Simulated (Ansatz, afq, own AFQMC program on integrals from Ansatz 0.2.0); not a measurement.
**HfOF2, singlet: AFQMC among the cluster methods**

```xyz
4

Hf   -0.1185    0.0301    0.0000
O     0.4405    1.6923    0.0000
F     0.3710   -0.8539   -1.6420
F     0.3710   -0.8539    1.6420
```

Connectivity, by distances: O–Hf(–F)–F.

Basis def2-SVP with its core potentials. Noble-gas cores (and the filled d shells of Ga–Kr and In–Xe) are frozen. Ansatz 0.2.0 and our own AFQMC program on the same integrals; the CISD trial comes from CCSD amplitudes, and released means the phaseless constraint is let go. ± is one standard error of the sampling. No spin–orbit coupling. The metal's outer-core s and p shells are frozen, which shifts wave-function levels against functionals.

Determinant: RHF, the one that the program's search chose, which needn't be the lowest solution. The geometry is a point of a scan.

No full CI on the walks' own integrals is used here; CCSDT(Q) serves as the reference and is uncertain by about the last step of the cluster series.

Cautions: no spin-orbit coupling; outer-core shells of the metal frozen; higher spins were not checked.

- T1 diagnostic: 0.0226
- weight of the determinant in the CISD state: 0.831
- size of the correlated space: 24 electrons in 67 orbitals

Reference: CCSDT(Q), correlation energy -18.657 eV. The released energy is read at 1.20 1/Eh (meV from the phaseless value at times in 1/Eh: -17 ± 10 at 0.24, -9 ± 12 at 0.48, -10 ± 14 at 0.80, -8 ± 13 at 1.20).

```tsv
level	E − E(reference) (kJ/mol)	share of correlation (%)
HF	1800.1	0.00
MP2	11.6	99.36
CCSD	57.4	96.81
CCSD(T)	6.8	99.62
CCSDT	6.1	99.66
ph-AFQMC/HF	-27.7 ± 6.8	101.54
ph-AFQMC/CISD	0.3 ± 1.0	99.98
released AFQMC	-0.5 ± 1.3	100.03
```

A walk keeps the symmetry of its determinant, which the program's search chose and which needn't be the lowest solution, so a lower state of the same spin and another symmetry isn't excluded. Released energies are given only where the last usable release times agree within the noise; a slower fall can still hide under it.
